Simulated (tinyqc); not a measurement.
Worked calculation (part 3 of 3): ROHF in the sto-3g basis, for NH3+, spin multiplicity 2. Computed by tinyqc, a small Python program that keeps every step (integrals from PySCF). Command: `OMP_NUM_THREADS=1 python tinyqc.py 24634 24635 out.jsonl` (the two numbers bound the seeds that draw the settings). One thread of a shared host (Intel(R) Xeon(R) Processor @ 2.60GHz), about 0.08 s of CPU time with the checks.

Geometry (angstrom):
```
atom        x        y       z
N      0.0000   0.0000  0.0930
H      1.2210   0.0000  0.0000
H     -0.6110   1.0580  0.0000
H     -0.6110  -1.0580  0.0000
```

## Iteration 11 (converged): orbitals

converged F (hartree), order 1N 1s, 1N 2s, 1N 2px, 1N 2py, 1N 2pz, 2H 1s, 3H 1s, 4H 1s:
$$\begin{pmatrix}
-15.8293 & -4.0079 & 0.0000 & 0.0000 & 0.0029 & -0.6150 & -0.6139 & -0.6139 \\
-4.0079 & -2.2786 & -0.0001 & 0.0000 & 0.0367 & -0.7706 & -0.7697 & -0.7697 \\
0.0000 & -0.0001 & -0.7057 & 0.0000 & 0.0000 & -0.5410 & 0.2704 & 0.2704 \\
0.0000 & 0.0000 & 0.0000 & -0.7055 & 0.0000 & 0.0000 & -0.4682 & 0.4682 \\
0.0029 & 0.0367 & 0.0000 & 0.0000 & -0.4779 & 0.0461 & 0.0461 & 0.0461 \\
-0.6150 & -0.7706 & -0.5410 & 0.0000 & 0.0461 & -0.6406 & -0.1677 & -0.1677 \\
-0.6139 & -0.7697 & 0.2704 & -0.4682 & 0.0461 & -0.1677 & -0.6400 & -0.1675 \\
-0.6139 & -0.7697 & 0.2704 & 0.4682 & 0.0461 & -0.1677 & -0.1675 & -0.6400
\end{pmatrix}$$

X, order 1N 1s, 1N 2s, 1N 2px, 1N 2py, 1N 2pz, 2H 1s, 3H 1s, 4H 1s:
$$\begin{pmatrix}
-0.3734 & 0.0009 & 0.0000 & 0.8110 & 0.4895 & 0.0000 & -0.0001 & 0.1828 \\
1.1808 & -0.0022 & 0.0000 & -0.0138 & 0.0671 & 0.0000 & -0.0003 & 0.4836 \\
0.0022 & 0.9346 & 0.0000 & -0.0001 & 0.0000 & 0.0000 & 0.6316 & 0.0003 \\
0.0000 & 0.0000 & 0.9343 & 0.0000 & 0.0000 & 0.6316 & 0.0000 & 0.0000 \\
-0.0758 & 0.0001 & 0.0000 & -0.5308 & 0.8452 & 0.0000 & 0.0000 & -0.0316 \\
-0.5468 & -0.8522 & 0.0000 & -0.1706 & -0.1026 & 0.0000 & 0.4610 & 0.3095 \\
-0.5436 & 0.4277 & -0.7387 & -0.1707 & -0.1027 & 0.3994 & -0.2308 & 0.3091 \\
-0.5436 & 0.4277 & 0.7387 & -0.1707 & -0.1027 & -0.3994 & -0.2308 & 0.3091
\end{pmatrix}$$

Diagonalise F' = X^T F X, C = X C', fill 5 alpha and 4 beta electrons from the bottom; D(s) = C_occ C_occ^T. Each column has its largest component positive (the first on a tie).

F' = X^T F X (hartree):
$$\begin{pmatrix}
-0.4941 & 0.0020 & 0.0000 & 1.8450 & 1.1217 & 0.0000 & -0.0003 & 0.2874 \\
0.0020 & 0.1615 & 0.0000 & -0.0058 & -0.0036 & 0.0000 & -0.0500 & -0.0014 \\
0.0000 & 0.0000 & 0.1610 & 0.0000 & 0.0000 & -0.0500 & 0.0000 & 0.0000 \\
1.8450 & -0.0058 & 0.0000 & -10.0197 & -5.9921 & 0.0000 & 0.0025 & -3.9827 \\
1.1217 & -0.0036 & 0.0000 & -5.9921 & -4.2389 & 0.0000 & 0.0015 & -2.5083 \\
0.0000 & 0.0000 & -0.0500 & 0.0000 & 0.0000 & -0.9047 & 0.0000 & 0.0000 \\
-0.0003 & -0.0500 & 0.0000 & 0.0025 & 0.0015 & 0.0000 & -0.9049 & 0.0010 \\
0.2874 & -0.0014 & 0.0000 & -3.9827 & -2.5083 & 0.0000 & 0.0010 & -2.9538
\end{pmatrix}$$

orbital energies (hartree): MO1 -15.8360, MO2 -1.3897, MO3 -0.9072, MO4 -0.9070, MO5 -0.4777, MO6 -0.0032, MO7 0.1633, MO8 0.1638

coefficients C, order 1N 1s, 1N 2s, 1N 2px, 1N 2py, 1N 2pz, 2H 1s, 3H 1s, 4H 1s:
$$\begin{pmatrix}
0.9941 & -0.2348 & 0.0001 & 0.0000 & -0.0213 & -0.1622 & 0.0000 & -0.0003 \\
0.0260 & 0.8631 & -0.0004 & 0.0000 & 0.1006 & 0.9366 & 0.0000 & 0.0019 \\
0.0000 & 0.0002 & 0.6746 & 0.0000 & 0.0000 & -0.0013 & 0.0000 & 0.9041 \\
0.0000 & 0.0000 & 0.0000 & 0.6747 & 0.0000 & 0.0000 & 0.9038 & 0.0000 \\
-0.0006 & -0.0373 & 0.0000 & 0.0000 & 0.9940 & -0.1159 & 0.0000 & -0.0002 \\
-0.0044 & 0.1261 & 0.4207 & 0.0000 & -0.0348 & -0.6429 & 0.0000 & -0.8750 \\
-0.0044 & 0.1259 & -0.2104 & 0.3644 & -0.0348 & -0.6446 & -0.7566 & 0.4359 \\
-0.0044 & 0.1259 & -0.2104 & -0.3644 & -0.0348 & -0.6446 & 0.7566 & 0.4359
\end{pmatrix}$$

D(alpha) after iteration 11, order 1N 1s, 1N 2s, 1N 2px, 1N 2py, 1N 2pz, 2H 1s, 3H 1s, 4H 1s:
$$\begin{pmatrix}
1.0439 & -0.1790 & 0.0000 & 0.0000 & -0.0130 & -0.0332 & -0.0332 & -0.0332 \\
-0.1790 & 0.7558 & -0.0001 & 0.0000 & 0.0678 & 0.1051 & 0.1051 & 0.1051 \\
0.0000 & -0.0001 & 0.4550 & 0.0000 & 0.0000 & 0.2838 & -0.1419 & -0.1419 \\
0.0000 & 0.0000 & 0.0000 & 0.4552 & 0.0000 & 0.0000 & 0.2459 & -0.2459 \\
-0.0130 & 0.0678 & 0.0000 & 0.0000 & 0.9895 & -0.0393 & -0.0393 & -0.0393 \\
-0.0332 & 0.1051 & 0.2838 & 0.0000 & -0.0393 & 0.1941 & -0.0714 & -0.0714 \\
-0.0332 & 0.1051 & -0.1419 & 0.2459 & -0.0393 & -0.0714 & 0.1942 & -0.0714 \\
-0.0332 & 0.1051 & -0.1419 & -0.2459 & -0.0393 & -0.0714 & -0.0714 & 0.1942
\end{pmatrix}$$

D(beta) after iteration 11, order 1N 1s, 1N 2s, 1N 2px, 1N 2py, 1N 2pz, 2H 1s, 3H 1s, 4H 1s:
$$\begin{pmatrix}
1.0435 & -0.1769 & 0.0000 & 0.0000 & 0.0082 & -0.0340 & -0.0340 & -0.0340 \\
-0.1769 & 0.7456 & -0.0001 & 0.0000 & -0.0322 & 0.1086 & 0.1086 & 0.1086 \\
0.0000 & -0.0001 & 0.4550 & 0.0000 & 0.0000 & 0.2838 & -0.1419 & -0.1419 \\
0.0000 & 0.0000 & 0.0000 & 0.4552 & 0.0000 & 0.0000 & 0.2459 & -0.2459 \\
0.0082 & -0.0322 & 0.0000 & 0.0000 & 0.0014 & -0.0047 & -0.0047 & -0.0047 \\
-0.0340 & 0.1086 & 0.2838 & 0.0000 & -0.0047 & 0.1929 & -0.0727 & -0.0727 \\
-0.0340 & 0.1086 & -0.1419 & 0.2459 & -0.0047 & -0.0727 & 0.1930 & -0.0726 \\
-0.0340 & 0.1086 & -0.1419 & -0.2459 & -0.0047 & -0.0727 & -0.0726 & 0.1930
\end{pmatrix}$$

## Convergence

Stop when the energy changes by less than 1e-08 hartree and every element of the error matrix X^T (F D S - S D F) X is below 3e-05.

Course of the cycle:
```
iteration  E (hartree)     change  largest element of the error matrix
1           -15.846768          -                             2.22e-01
2           -53.678043  -3.78e+01                             7.53e-01
3           -54.928754  -1.25e+00                             5.67e-01
4           -55.131464  -2.03e-01                             1.15e-01
5           -55.141542  -1.01e-02                             3.40e-02
6           -55.142131  -5.89e-04                             7.08e-03
7           -55.142176  -4.52e-05                             2.55e-03
8           -55.142181  -4.39e-06                             5.86e-04
9           -55.142181  -5.05e-07                             2.42e-04
10          -55.142181  -6.32e-08                             6.45e-05
11          -55.142181  -8.28e-09                             2.74e-05
```

PySCF ROHF in the same basis = -55.142181 hartree

Converged in 11 iterations.

## Populations, bond orders and dipole

overlap S, order 1N 1s, 1N 2s, 1N 2px, 1N 2py, 1N 2pz, 2H 1s, 3H 1s, 4H 1s:
$$\begin{pmatrix}
1.0000 & 0.2350 & 0.0000 & 0.0000 & 0.0000 & 0.0354 & 0.0354 & 0.0354 \\
0.2350 & 1.0000 & 0.0000 & 0.0000 & 0.0000 & 0.3718 & 0.3714 & 0.3714 \\
0.0000 & 0.0000 & 1.0000 & 0.0000 & 0.0000 & 0.3588 & -0.1793 & -0.1793 \\
0.0000 & 0.0000 & 0.0000 & 1.0000 & 0.0000 & 0.0000 & 0.3105 & -0.3105 \\
0.0000 & 0.0000 & 0.0000 & 0.0000 & 1.0000 & -0.0273 & -0.0273 & -0.0273 \\
0.0354 & 0.3718 & 0.3588 & 0.0000 & -0.0273 & 1.0000 & 0.0983 & 0.0983 \\
0.0354 & 0.3714 & -0.1793 & 0.3105 & -0.0273 & 0.0983 & 1.0000 & 0.0983 \\
0.0354 & 0.3714 & -0.1793 & -0.3105 & -0.0273 & 0.0983 & 0.0983 & 1.0000
\end{pmatrix}$$

Mulliken: Z minus the diagonal of D S on the atom; Loewdin: the same with S^(1/2) D S^(1/2); Mayer order: 2 sum_s sum (D(s) S)_ij (D(s) S)_ji over the two atoms.

Charges (e):
```
atom  Mulliken  Loewdin  Mulliken spin
1N     -0.0782   0.1075         0.9966
2H      0.3593   0.2973         0.0011
3H      0.3594   0.2976         0.0011
4H      0.3594   0.2976         0.0011
```

Mayer bond orders:
```
pair   order
2-1   0.8295
3-1   0.8295
3-2   0.0207
4-1   0.8295
4-2   0.0207
4-3   0.0207
```

dipole moment about the origin, x y z (debye): [-0.0023, 0.0000, -0.0184]
